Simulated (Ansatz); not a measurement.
1T (CdI2-type) SnSe₂, treated with r²SCAN-D4 (PAW; Ansatz, an electronic-structure program).

Numerical settings: plane-wave cutoff 560 eV, 12×12×6 k mesh (along the axes of the cell as run), Fermi–Dirac smearing 0.01 eV, scalar-relativistic PAW data made under PBE.

A third-order Birch–Murnaghan fit to the energies gives V0 = 26.599 Å³/atom, B0 = 22.0 GPa, B′ = 12.2.

```csv
V (Å³/atom),P (GPa)
25.533,(withheld)
26.064,(withheld)
26.596,-0.005
27.128,(withheld)
27.660,(withheld)
```

Estimate the withheld pressures from this fit; the answers are the runs' own values.


- 25.533, P (GPa): 1.136
- 26.064, P (GPa): 0.506
- 27.128, P (GPa): -0.381
- 27.660, P (GPa): -0.671

The formula P = (3/2) B0 (x^(7/3) − x^(5/3)) [1 + (3/4)(B′ − 4)(x^(2/3) − 1)] with x = V0/V meets the computed pressures within 0.01 GPa when these rounded values are put in.

Shape and atoms are relaxed at each volume.

Note: the bulk modulus comes from volumes at which shape and atoms were relaxed.

Spin–orbit coupling is not included.

Static lattice: no zero-point or thermal effects.

Computing time: roughly 16 core-minutes.
